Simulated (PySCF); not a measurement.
Homolysis of single bonds, series HO-X. Isolated molecules, 0 K electronic values unless said otherwise. One relaxed conformer stands for each flexible species; it need not be the lowest. Strings in code marks are SMILES.

These are M06-2X/def2-TZVP // B3LYP-D3(BJ)/def2-TZVP (PySCF 2.14.0) values and carry that method's errors. 

| species | highest occupied spin orbital (eV) | dipole moment (D) |
|---|---|---|
| whole molecule (`O`) | – | 2.10 |
| whole molecule (`N#CO`) | – | 3.97 |
| radical fragment (`N#[C]`) | -12.07 | 1.84 |
| radical fragment (`O=[C]OC` (C–O–C–O torsion 0°)) | -8.14 | – |
| radical fragment (`[SiH3]`) | -7.18 | 0.17 |
| radical fragment (`[SH]`) | -8.55 | 0.89 |
